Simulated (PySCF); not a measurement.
# SiN2H6: a look at the electrons

Aim: take SiN2H6 and analyse its density (charges, bond critical points, surface potential), see where an electron leaves and enters and measure its response to a uniform field.

Program: PySCF 2.14.0. Level of theory: levels as typed in each script, gas phase, geometry from GFN2-xTB. These are calculated values, not measurements.

### 1 Starting geometry

SMILES `N[SiH2]N`, 9 atoms, charge 0, spin multiplicity 1.

Bond lengths: N1–Si2 1.725 Å, N1–H4 1.006 Å, N1–H5 1.008 Å, Si2–N3 1.724 Å, Si2–H6 1.469 Å, Si2–H7 1.469 Å, N3–H8 1.006 Å, N3–H9 1.008 Å. Angles: Si2–N1–H4 117.7°, Si2–N1–H5 117.3°, H4–N1–H5 109.6°, N1–Si2–N3 103.1°, N1–Si2–H6 104.1°, N1–Si2–H7 117.8°, N3–Si2–H6 117.8°, N3–Si2–H7 104.1°, H6–Si2–H7 110.3°, Si2–N3–H8 117.7°, Si2–N3–H9 117.4°, H8–N3–H9 109.6°.

As a file:

```mol
H6N2Si
  3D, bonds by distance, orders not assigned

  9  8  0  0  0  0  0  0  0  0999 V2000
   -1.3499   -0.5323   -0.0448 N   0  0
    0.0000    0.5400    0.0000 Si  0  0
    1.3498   -0.5324    0.0448 N   0  0
   -2.2698   -0.1258   -0.0809 H   0  0
   -1.3480   -1.3061    0.6007 H   0  0
   -0.1699    1.3787   -1.1937 H   0  0
    0.1700    1.3788    1.1934 H   0  0
    2.2698   -0.1258    0.0808 H   0  0
    1.3479   -1.3062   -0.6006 H   0  0
  1  2  8  0
  2  3  8  0
  1  4  8  0
  1  5  8  0
  2  6  8  0
  2  7  8  0
  3  8  8  0
  3  9  8  0
M  END
```

### 2 Density, bond paths and surface potential (PBE/def2-tzvp)

Input file input.py:

```python
import numpy as np
from pyscf import gto, scf, dft
from pyscf.scf import atom_ks, atom_hf
from scipy.linalg import block_diag

def solve(mol, dm0=None, hcore=None):
    mf = (dft.UKS if mol.spin else dft.RKS)(mol, xc='pbe')
    mf.grids.level = 3
    mf = mf.density_fit(auxbasis='def2-universal-jkfit')
    mf.conv_tol, mf.max_cycle = 1e-8, 80
    if hcore is not None:
        mf.get_hcore = lambda *args: hcore
    mf.kernel(dm0)
    if not mf.converged:
        mf = mf.newton().run(mf.mo_coeff, mf.mo_occ, max_cycle=30)
    assert mf.converged, 'SCF not converged'
    return mf

mol = gto.M(atom='''
N     -1.34989    -0.53233    -0.04480
Si     0.00004     0.53995     0.00003
N      1.34983    -0.53237     0.04479
H     -2.26982    -0.12575    -0.08089
H     -1.34802    -1.30609     0.60068
H     -0.16995     1.37868    -1.19367
H      0.16996     1.37884     1.19339
H      2.26977    -0.12582     0.08081
H      1.34793    -1.30622    -0.60059
''', basis='def2-tzvp', charge=0, spin=0, verbose=4)
mf = solve(mol)
mf.analyze()
# spherically averaged free atoms, for the promolecule
atm = atom_ks.get_atm_nrks(mol, xc='pbe')
pro = block_diag(*[(atm[a[0]][2] * atm[a[0]][3]) @ atm[a[0]][2].T for a in mol._atom])
np.savez('result.npz', e=mf.e_tot, c=mf.mo_coeff, occ=mf.mo_occ, eps=mf.mo_energy, pro=pro, dip=mf.dip_moment(verbose=0), s2=mf.spin_square()[0])
```

Command:

```
$ OMP_NUM_THREADS=1 python input.py
```

### 4 Removing and adding an electron (PBE/def2-tzvp)

Input file input.py:

```python
import numpy as np
from pyscf import gto, scf, dft
from pyscf.scf import atom_ks, atom_hf
from scipy.linalg import block_diag

def solve(mol, dm0=None, hcore=None):
    mf = (dft.UKS if mol.spin else dft.RKS)(mol, xc='pbe')
    mf.grids.level = 3
    mf = mf.density_fit(auxbasis='def2-universal-jkfit')
    mf.conv_tol, mf.max_cycle = 1e-8, 80
    if hcore is not None:
        mf.get_hcore = lambda *args: hcore
    mf.kernel(dm0)
    if not mf.converged:
        mf = mf.newton().run(mf.mo_coeff, mf.mo_occ, max_cycle=30)
    assert mf.converged, 'SCF not converged'
    return mf

mol = gto.M(atom='''
N     -1.34989    -0.53233    -0.04480
Si     0.00004     0.53995     0.00003
N      1.34983    -0.53237     0.04479
H     -2.26982    -0.12575    -0.08089
H     -1.34802    -1.30609     0.60068
H     -0.16995     1.37868    -1.19367
H      0.16996     1.37884     1.19339
H      2.26977    -0.12582     0.08081
H      1.34793    -1.30622    -0.60059
''', basis='def2-tzvp', charge=0, spin=0, verbose=4)
mf = solve(mol)
out = dict(e0=mf.e_tot, dm0=mf.make_rdm1(), c=mf.mo_coeff, occ=mf.mo_occ, eps=mf.mo_energy)
for name, dq, spin in [('cation', 1, 1)]:
    ion = mol.copy().set(charge=mol.charge + dq, spin=spin).build()
    mi = solve(ion)
    if spin and dq > 0 and mol.nao < 130:
        c, _, stable, _ = mi.stability(return_status=True)
        if not stable:
            mi = solve(ion, mi.make_rdm1(c, mi.mo_occ))
    print(name, 'vertical energy change / eV', (mi.e_tot - mf.e_tot) * 27.211386)
    out.update({'e_' + name: mi.e_tot, 'dm_' + name: mi.make_rdm1(), 's2_' + name: mi.spin_square()[0], 'eps_' + name: mi.mo_energy, 'occ_' + name: mi.mo_occ})
# spherically averaged free atoms, for the promolecule
atm = atom_ks.get_atm_nrks(mol, xc='pbe')
pro = block_diag(*[(atm[a[0]][2] * atm[a[0]][3]) @ atm[a[0]][2].T for a in mol._atom])
np.savez('result.npz', pro=pro, **out)
```

### 5 Response to an electric field (PBE/def2-tzvp)

Input file input.py:

```python
import numpy as np
from pyscf import gto, scf, dft
from pyscf.scf import atom_ks, atom_hf
from scipy.linalg import block_diag

def solve(mol, dm0=None, hcore=None):
    mf = (dft.UKS if mol.spin else dft.RKS)(mol, xc='pbe')
    mf.grids.level = 3
    mf = mf.density_fit(auxbasis='def2-universal-jkfit')
    mf.conv_tol, mf.max_cycle = 1e-8, 80
    if hcore is not None:
        mf.get_hcore = lambda *args: hcore
    mf.kernel(dm0)
    if not mf.converged:
        mf = mf.newton().run(mf.mo_coeff, mf.mo_occ, max_cycle=30)
    assert mf.converged, 'SCF not converged'
    return mf

mol = gto.M(atom='''
N     -1.34989    -0.53233    -0.04480
Si     0.00004     0.53995     0.00003
N      1.34983    -0.53237     0.04479
H     -2.26982    -0.12575    -0.08089
H     -1.34802    -1.30609     0.60068
H     -0.16995     1.37868    -1.19367
H      0.16996     1.37884     1.19339
H      2.26977    -0.12582     0.08081
H      1.34793    -1.30622    -0.60059
''', basis='def2-tzvp', charge=0, spin=0, verbose=4)
field = np.array([0.004, 0.0, 0.0])  # atomic units
mol.set_common_orig(mol.atom_charges() @ mol.atom_coords() / mol.atom_charges().sum())
mf = solve(mol)
out = dict(dm0=mf.make_rdm1(), d0=mf.dip_moment(unit='AU'), e0=mf.e_tot)
for name, sign in (('p', 1), ('m', -1)):
    h = mf.get_hcore() + sign * np.einsum('x,xij->ij', field, mol.intor('int1e_r'))
    mi = solve(mol, mf.make_rdm1(), h)
    out.update({'dm' + name: mi.make_rdm1(), 'd' + name: mi.dip_moment(unit='AU'), 'e' + name: mi.e_tot})
# spherically averaged free atoms, for the promolecule
atm = atom_ks.get_atm_nrks(mol, xc='pbe')
pro = block_diag(*[(atm[a[0]][2] * atm[a[0]][3]) @ atm[a[0]][2].T for a in mol._atom])
np.savez('result.npz', pro=pro, **out)
```

(Steps that only read results are left out.)

Q: Predict the outcome of this session. Wanted: dipole moment; HOMO, LUMO; polarisability along the field.

The runs gave:

| quantity | value |
| --- | --- |
| dipole moment (PBE/def2-tzvp) | 0.44 D |
| HOMO, LUMO (PBE/def2-tzvp) | -5.91, -0.10 eV |
| polarisability along the field (PBE/def2-tzvp) | 45.4 bohr³ |

At PBE/def2-tzvp: The highest Hirshfeld charge is on Si2 (+0.35 e), the lowest on N1 and N3 (−0.30 e). All values hold at the given geometry, in the gas phase.
